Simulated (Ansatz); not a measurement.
Stepwise reaction of `CBC` with hydrogen sulfide, as a gas-phase model of exchange steps in deposition or etching. ΔE in kJ/mol; ΔG adds harmonic PBE0-D4 terms to CCSD(T)/CBS, at 1 bar.

Program: Ansatz. Geometries: PBE0-D4/def2-TZVP. ΔE: electronic, gas phase. CCSD(T)/CBS adds triple-zeta CCSD(T) − MP2 to the extrapolated MP2 energy (def2 sets, frozen cores). This one scheme is used for every species. DFT in def2-TZVPP. B3LYP here is the variant with VWN-RPA as its local correlation; programs differ in this. One conformer a species, not always the lowest.

| step | reaction | PBE-D4 | B3LYP-D4 | ωB97M-V | CCSD(T)/CBS | ΔG(600 K) |
| --- | --- | --- | --- | --- | --- | --- |
| 1 | `CBC` + H₂S → `CBS` + CH₄ | -102.6 | -98.6 | -95.0 | -97.4 | -75.4 |

(1) Give the row of step 2, `CBS` + H₂S → `SBS` + CH₄. (An estimate is asked.)

(2) By hand: ΔE of the 2 steps together at CCSD(T)/CBS.

Answers

(1) Computed: 
```
step                   reaction  PBE-D4  B3LYP-D4  ωB97M-V  CCSD(T)/CBS  ΔG(600 K)
   2  `CBS` + H₂S → `SBS` + CH₄   -80.4     -76.6    -72.7        -74.5      -55.2
```

(2) (-97.4) + (-74.5) = -171.9 kJ/mol, or -86.0 kJ/mol a step.

In ΔE each step is higher than the one before. All are downhill at CCSD(T)/CBS. ΔG lies between -75.4 and -55.2 kJ/mol a step. PBE-D4 differs from CCSD(T)/CBS by -5.9 to -5.2 kJ/mol a step. Isolated molecules leave out the surface, adducts and barriers. Largest T1 diagnostic: 0.014.
